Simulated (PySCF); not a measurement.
Ligands exchanged one at a time, Al F-SiH3. Gas-phase values, no solvent. Strings in code marks are SMILES.

Method: PBE0-D4/def2-TZVP (PySCF). All candidates: neutral, multiplicity 1. Delta-SCF ions had no search for a lower state. 

```
Quantity                                   Value
--------------------------------------  --------
LUMO                                    -1.49 eV
HOMO–LUMO gap                           10.23 eV
vertical ionisation energy (Delta-SCF)  14.38 eV
```

**Question.** Which member has these values?
A. `[F][Al]([F])[F]`
B. `[SiH3][Al]([SiH3])[SiH3]`
C. `[F][Al]([F])[SiH3]`
D. `[F][Al]([SiH3])[SiH3]`

**Answer.** A, `[F][Al]([F])[F]`. The others give `[F][Al]([SiH3])[SiH3]`: -2.11 eV, 5.22 eV, 9.16 eV; `[SiH3][Al]([SiH3])[SiH3]`: -2.64 eV, 4.66 eV, 8.98 eV; `[F][Al]([F])[SiH3]`: -1.47 eV, 7.21 eV, 10.90 eV
